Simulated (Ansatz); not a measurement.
# Rubidium, bcc under LDA: testing the Methfessel-Paxton smearing

Aim: find which Methfessel-Paxton smearing width is enough for energy and pressure. The geometry was relaxed under LDA beforehand and stays fixed; 7 values are run, from 0.01 to 1.0 eV. Wanted are the values from which on the energy stays within 10 and 1 meV/atom, and the pressure within 0.5 GPa, of the narrowest run. Within the series other settings stay, but some runs also write fields, which adds to their time. Spin polarisation is left out.

Program: Ansatz 0.2.0. Level of theory: DFT LDA, plane waves with PAW, scalar-relativistic. These are calculated values, not measurements.

## 1. Starting point

Symmetry: Im-3m, No. 229, cubic system. The conventional cell has a = 5.372 Å, b = 5.372 Å, c = 5.372 Å, α = 90.00°, β = 90.00°, γ = 90.00°.

As a file:

```cif
data_structure
_symmetry_space_group_name_H-M 'P 1'
_symmetry_Int_Tables_number 1
_cell_length_a 4.6522
_cell_length_b 4.6522
_cell_length_c 4.6522
_cell_angle_alpha 109.471
_cell_angle_beta 109.471
_cell_angle_gamma 109.471
_cell_volume 77.51
loop_
_atom_site_label
_atom_site_type_symbol
_atom_site_fract_x
_atom_site_fract_y
_atom_site_fract_z
_atom_site_occupancy
Rb1 Rb 0.00000 0.00000 0.00000 1
```

## 2. Run at 0.01 eV

The run at 0.01 eV.

input.yaml reads:

```yaml
crystal:
  lattice:
    - [-2.6859640533, 2.6859640533, 2.6859640533]
    - [2.6859640533, -2.6859640533, 2.6859640533]
    - [2.6859640533, 2.6859640533, -2.6859640533]
  atoms:
    - { symbol: Rb, position: [0.0, 0.0, 0.0] }
hamiltonian:
  xc: lda
  pseudopotentials:
    kind: paw
    azcp:
      Rb: "pseudopotentials/Rb.paw.azcp"
basis:
  ecutwfc: 420
  fft_grid_basis: typed
kpoints:
  mp_grid: { grid: [8, 8, 8], shift: [0, 0, 0] }
magnetization:
  spin_polarized: false
scf:
  occupations: { method: methfessel_paxton, width: 0.01 }
  lower_state_search: "off"
output:
  stress: true
```

On the command line:

```
ansatz run input.yaml --threads 2 --pin off --max-ram 5120MiB --backend cpu --events-out ev --progress --plain --runs-dir out
```

## 3. Run at 0.03 eV

The run at 0.03 eV.

input.yaml, as its differences from that of step 2:

```diff
@@ -21,3 +21,3 @@
 scf:
-  occupations: { method: methfessel_paxton, width: 0.01 }
+  occupations: { method: methfessel_paxton, width: 0.03 }
   lower_state_search: "off"
```

## 4. Run at 0.1 eV

The run at 0.1 eV.

input.yaml, as its differences from that of step 3:

```diff
@@ -21,3 +21,3 @@
 scf:
-  occupations: { method: methfessel_paxton, width: 0.03 }
+  occupations: { method: methfessel_paxton, width: 0.1 }
   lower_state_search: "off"
```

## 5. Run at 0.2 eV

The run at 0.2 eV.

input.yaml, as its differences from that of step 4:

```diff
@@ -21,3 +21,3 @@
 scf:
-  occupations: { method: methfessel_paxton, width: 0.1 }
+  occupations: { method: methfessel_paxton, width: 0.2 }
   lower_state_search: "off"
@@ -25 +25,5 @@
   stress: true
+  write_density: true
+  write_potential: true
+  elf: true
+  volumetric_format: npy
```

## 6. Run at 0.3 eV

The run at 0.3 eV.

input.yaml, as its differences from that of step 5:

```diff
@@ -21,3 +21,3 @@
 scf:
-  occupations: { method: methfessel_paxton, width: 0.2 }
+  occupations: { method: methfessel_paxton, width: 0.3 }
   lower_state_search: "off"
@@ -25,5 +25 @@
   stress: true
-  write_density: true
-  write_potential: true
-  elf: true
-  volumetric_format: npy
```

## 7. Run at 0.6 eV

The run at 0.6 eV.

input.yaml, as its differences from that of step 6:

```diff
@@ -21,3 +21,3 @@
 scf:
-  occupations: { method: methfessel_paxton, width: 0.3 }
+  occupations: { method: methfessel_paxton, width: 0.6 }
   lower_state_search: "off"
@@ -25 +25,5 @@
   stress: true
+  write_density: true
+  write_potential: true
+  elf: true
+  volumetric_format: npy
```

## 8. Run at 1.0 eV

The run at 1.0 eV.

input.yaml, as its differences from that of step 7:

```diff
@@ -21,3 +21,3 @@
 scf:
-  occupations: { method: methfessel_paxton, width: 0.6 }
+  occupations: { method: methfessel_paxton, width: 1.0 }
   lower_state_search: "off"
@@ -25,5 +25 @@
   stress: true
-  write_density: true
-  write_potential: true
-  elf: true
-  volumetric_format: npy
```

(Steps that only read results are left out.)

Before running it: what results should come out?

The runs gave:

| quantity | value |
| --- | --- |
| E(σ → 0) stays within 10 meV/atom of 0.01 eV | up to 0.6 eV |
| E(σ → 0) stays within 1 meV/atom | up to 0.1 eV |
| pressure stays within 0.5 GPa | up to 1.0 eV |
| pressure at 0.01 eV | 0.03 GPa |
| energy of a separate run on a finer mesh (14×14×14) | -8.8 meV/atom from 0.01 eV |

**Reading.** At 1.0 eV the energy differs by -12.3 meV/atom and the pressure by 0.0 GPa. The free energy F moves by -6.4 meV/atom over the range, and the estimate for σ → 0 by -12.3. This scheme cancels the term in the square of the width, so F moves little up to 0.2 eV. The mesh (8×8×8) is fixed, so the narrowest widths carry a k-point error of their own. The yardstick itself is unsettled by 8.8 meV/atom against the finer mesh, so the thresholds above hold only within this series, and wider smearing, which averages over more states, can land nearer the fine-mesh value than the narrowest does. The cell taken over is 11 % smaller than the measured one (87.10 Å³/atom, COD), which weighs on all values here.
